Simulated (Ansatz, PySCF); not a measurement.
Species: ethane, C2H6 (charge 0, singlet). SMILES: CC
Structure (B3LYP-D3(BJ)/def2-TZVP (Ansatz, an electronic-structure program) minimum search):
```
C
H 1 1.0919
H 1 1.0919 2 107.56
H 1 1.0919 2 107.56 3 -115.60
C 1 1.5262 2 111.32 4 -122.20
H 5 1.0919 1 111.32 2 180.00
H 5 1.0919 6 107.56 1 122.20
H 5 1.0919 6 107.56 7 115.60
```
Charge 0, spin multiplicity 1.

Quantity: vertical ionisation energy (to the doublet state of charge +1; each state is the SCF solution reached for its spin; the molecule has degenerate orbitals, so one determinant may break the symmetry; for the doublet the Hartree-Fock reference is unstable and T1 is 0.054), in eV. Cores are frozen in the correlated levels unless marked. UHF or UKS for open shells. No spin-orbit coupling. Non-relativistic. 

```tsv
level	program	vertical ionisation energy (eV)
RI-HF/def2-QZVPPD	Ansatz	11.93
SVWN5/def2-TZVPD	Ansatz	11.89
PBE/def2-TZVPD	Ansatz	11.88
r2SCAN/def2-TZVPD	Ansatz	12.03
PBE0/def2-TZVPD	Ansatz	12.21
BHLYP/def2-TZVPD	Ansatz	12.47
M06-2X/def2-TZVPD	PySCF	12.48
CAM-B3LYP/def2-TZVPD	Ansatz	12.39
wB97X-V/def2-TZVPD	Ansatz	12.43
B2PLYP/def2-TZVPD	Ansatz	12.38
RI-MP2/def2-TZVPPD	Ansatz	13.21
RI-MP2/def2-QZVPPD	Ansatz	13.25
CCSD(T)/aug-cc-pVDZ	Ansatz	12.62
CCSD(T)/def2-SVPD	Ansatz	12.67
```

For comparison, minus the highest occupied orbital energy (PySCF): 9.41 eV at B3LYP/def2-TZVPD, 9.73 eV at PW6B95/def2-TZVPD, 8.92 eV at TPSSh/def2-TZVPD.
